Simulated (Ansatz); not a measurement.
Write a Python script for the Ansatz DFT code, driven from Python that makes a relaxed scan of one distance of H2O2Si, SMILES O[Si]O. Settings (for the species named): B3LYP, def2-SVP basis, multiplicity 1.

Contents of `h2o2si.xyz`:
```text
5

O    -1.47820   -0.15690   -0.25920
Si   -0.21860   -0.72820    0.52800
O     1.05760    0.19540    0.07640
H    -1.26310    0.66130   -0.84610
H     1.95230   -0.04520    0.45950
```

`run_relaxed_scan.py`:
```python
"""Relaxed scan of one distance in H2O2Si."""

import ansatz as az
import numpy as np


def main() -> None:
    geometry = az.Crystal.molecule_from_extxyz("h2o2si.xyz")

    model = (
        geometry.calculation()
        .basis(gaussian="def2-SVP")
        .functional("b3lyp")
    )
    symbols = [site.symbol for site in geometry.cartesian_sites]
    pairs = [(0, 1), (0, 3), (1, 2), (2, 4)]
    print("held (A)   E (eV)        ", "  ".join(f"{symbols[i]}{i}-{symbols[j]}{j}" for i, j in pairs))
    for length in [0.95, 1.03, 1.11, 1.24, 1.39]:
        data = model.relax(constraints=[az.DistanceConstraint((0, 3), at=length)], force_tolerance=0.02, max_steps=60).run(threads=1, pin="off").report
        xyz = np.array(data["positions_ang"])
        print(f"{length:6.2f} {data['free_energy_ev']:14.5f}  ", "  ".join(f"{np.linalg.norm(xyz[i] - xyz[j]):.3f}" for i, j in pairs))


if __name__ == "__main__":
    main()
```

```console
$ python run_relaxed_scan.py
held (A)   E (eV)         O0-Si1  O0-H3  Si1-O2  O2-H4
DeckWarning: relax.constraints: the input's atoms, or those drawn, lie off the distances that are held; a relaxation that starts there is brought onto them ahead of its first SCF, by positions alone, an atom by 3.98e-2 Å at the most. With the symmetry [...]
  0.95   -12000.40728   1.666  0.950  1.685  0.966
  1.03   -12000.34243   1.666  1.030  1.686  0.966
  1.11   -12000.06791   1.667  1.110  1.686  0.966
  1.24   -11999.41496   1.665  1.240  1.688  0.967
  1.39   -11998.58085   1.659  1.390  1.689  0.967
```
(Warnings from the package without file and line, shortened, repeats left out.)

These settings explore the input space; basis and method may be short of convergence. The energies are electronic: no zero-point or thermal terms, and the basis set is short of its limit. b3lyp holds the VWN-RPA fit, as in Gaussian; the form of ORCA and Turbomole is b3lyp5. Hardware and time: 37 s on 1 thread of Arm Neoverse V2, with other jobs on the host, peak memory 0.18 GiB.
